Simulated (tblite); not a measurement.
Species: 1,4-pentadiyne, C5H4.
Bonds: C1–C2 (triple), C2–C3, C3–C4, C4–C5 (triple). Hydrogens: H6 on C1; H7, H8 on C3; H9 on C5.

Computed with GFN2-xTB (tblite), gas phase: Langevin dynamics at 400 K from the optimised GFN2-xTB geometry, time step 0.5 fs, friction 0.01 fs⁻¹, 2000 steps. The instantaneous temperature is 2·E(kin)/(3Nk) with all 3N coordinates.

```tsv
t (fs)	T (K)	E(pot) above start (eV)	C1≡C2 (Å)	C2–C3 (Å)	C3–C4 (Å)	C4≡C5 (Å)	C1–H6 (Å)
0	372	0.000	1.196	1.453	1.453	1.196	1.049
25	344	0.286	1.212	1.463	1.444	1.187	1.061
50	434	0.356	1.202	1.459	1.451	1.208	1.026
75	454	0.337	1.169	1.429	1.513	1.201	1.079
100	417	0.354	1.207	1.424	1.492	1.188	1.037
125	307	0.363	1.223	1.426	1.437	1.209	1.059
150	359	0.280	1.171	1.486	1.487	1.203	1.046
175	471	0.282	1.177	1.430	1.473	1.181	1.072
200	294	0.397	1.235	1.438	1.464	1.202	1.032
225	320	0.390	1.202	1.462	1.447	1.225	1.083
250	321	0.382	1.178	1.457	1.445	1.195	0.984
275	272	0.379	1.202	1.479	1.470	1.189	1.100
300	433	0.226	1.205	1.464	1.484	1.212	1.044
325	445	0.317	1.203	1.412	1.429	1.215	1.034
350	293	0.568	1.202	1.486	1.429	1.194	1.094
375	428	0.350	1.207	1.441	1.462	1.198	1.008
400	448	0.455	1.176	1.465	1.483	1.213	1.103
425	481	0.334	1.218	1.403	1.403	1.198	1.027
450	508	0.212	1.208	1.513	1.457	1.191	1.069
475	358	0.241	1.193	1.461	1.477	1.195	1.045
500	260	0.431	1.197	1.404	1.466	1.211	1.056
525	499	0.257	1.206	1.438	1.483	1.186	1.045
550	355	0.346	1.195	1.501	1.509	1.202	1.057
575	292	0.351	1.199	1.459	1.447	1.211	1.071
600	445	0.383	1.202	1.436	1.452	1.195	1.029
625	664	0.254	1.184	1.427	1.499	1.175	1.074
650	655	0.355	1.206	1.466	1.497	1.227	1.043
675	433	0.509	1.192	1.442	1.429	1.191	1.066
700	570	0.314	1.207	1.506	1.478	1.199	1.078
725	396	0.336	1.208	1.471	1.431	1.203	1.058
750	302	0.293	1.201	1.452	1.408	1.202	1.045
775	521	0.257	1.201	1.432	1.422	1.187	1.062
800	379	0.468	1.207	1.525	1.516	1.217	1.043
825	485	0.139	1.203	1.450	1.454	1.204	1.057
850	356	0.307	1.207	1.405	1.418	1.170	1.037
875	398	0.327	1.198	1.443	1.531	1.189	1.044
900	395	0.429	1.183	1.447	1.524	1.236	1.083
925	338	0.561	1.222	1.386	1.408	1.200	1.023
950	308	0.511	1.192	1.440	1.472	1.176	1.121
975	330	0.383	1.195	1.458	1.538	1.198	0.998
1000	369	0.274	1.182	1.407	1.463	1.229	1.089
```

**Question.** From 500 fs on, how do temperature and potential energy compare with equipartition?

**Answer.** The mean temperature of these 21 frames is 417 K against the target 400 K, and the mean potential energy 0.36 eV against 21 × kT/2 = 0.36 eV for 21 classical harmonic modes. For 9 atoms in a canonical ensemble the temperature itself scatters by T·√(2/(3N)) = 109 K; here its standard deviation is 110 K. The whole run lasts only 10 friction times of 100 fs, so these averages carry a wide statistical error.

**Question.** What are the kinetic and total energies of the listed frame with the highest potential energy?

**Answer.** The one at 350 fs, 0.568 eV above the start. Its kinetic energy is 3NkT/2 = 0.341 eV at 293 K, so the sum is 0.91 eV; over the listed frames the sum runs from 0.43 to 1.12 eV, since the thermostat adds and removes energy.

**Question.** How much do the listed bonds fluctuate from 500 fs on?

**Answer.** 
| bond | at the start (Å) | mean (Å) | standard deviation (Å) |
| --- | --- | --- | --- |
| C1≡C2 | 1.196 | 1.199 | 0.009 |
| C2–C3 | 1.453 | 1.447 | 0.033 |
| C3–C4 | 1.453 | 1.469 | 0.040 |
| C4≡C5 | 1.196 | 1.200 | 0.017 |
| C1–H6 | 1.049 | 1.056 | 0.025 |

The motion is classical and holds no zero-point motion.

The cost below is that of the whole dynamics run. On one thread, Intel Xeon Platinum 8488C (x86_64) (shared host), this took 5.0 s wall and 0.18 GiB of memory at its peak.
